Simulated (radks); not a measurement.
# F⁴⁺ in [He] 2s2 2p1: an all-electron calculation

Wanted: eigenvalues, radial structure and energy terms of the fluorine ion F4+.

The numbers are computed with radks (a radial shooting solver on a logarithmic mesh, Libxc functionals) version 1 (Dirac Kohn-Sham, PBE, spin-unpolarised, spherical densities, finite nucleus; open shells fill j = l - 1/2 first), except any that are marked as measured or tabulated.

## Step 1: Starting point

```
element            : fluorine (Z = 9)
charge             : +4
electrons          : 5
configuration      : [He] 2s2 2p1
nuclear rms radius : 2.8976 fm
```

## Step 2: The calculation

Input:

```text
Z 9
configuration [He] 2s2 2p1 3s0 3p0 3d0
relativity Dirac
functional pbe,pbe
spin unpolarised
j_filling energy
nucleus finite rms 2.8976 fm
c 137.035999084
```

**Question.** What will this run give?

**Answer**, as computed:

| quantity | value |
| --- | --- |
| total energy | -92.24251 hartree |
| exchange-correlation share of it | 8.25 % |
| −T/E | 1.0008 |
| highest occupied level | 2p1/2, -99.350 eV |
| most extended occupied level | 2s1/2, <r> = 0.839 bohr |
| radius at density 0.001 e/bohr³ | 2.07 bohr |
| maxima of the radial density | 2 |
| ionisation energy, NIST | 114.25 (semi-emp.) eV |

**Reading.** The radial density shows 2 maxima for 2 occupied principal shells. The top level binds by 99.350 eV, 87 % of the NIST ionisation energy of 114.25 eV; the potential of a semilocal functional falls off too fast, so its top eigenvalue is too shallow. Spin polarisation and multiplet splitting are left out.
